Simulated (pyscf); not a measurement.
PySCF, gas phase, ωB97X-D3(BJ)/def2-SVP geometries. Correlated levels are frozen-core, on RHF or UHF. ΔMP2 is the change of the MP2 total energy from the triple- to the quadruple-zeta basis.

Question: How much does it cost (ΔH, 298 K, CCSD(T)/def2-TZVPP + ΔMP2(QZVPP)) to split H₂S (SMILES S) at its H–S bond into SH• + H•?

Answer: H–S to SH• + H•: 379.8 kJ/mol. The CCSD(T) − MP2 part came from Ansatz, without density fitting, on the same reference. Left out: the spin-orbit lowering of SH.
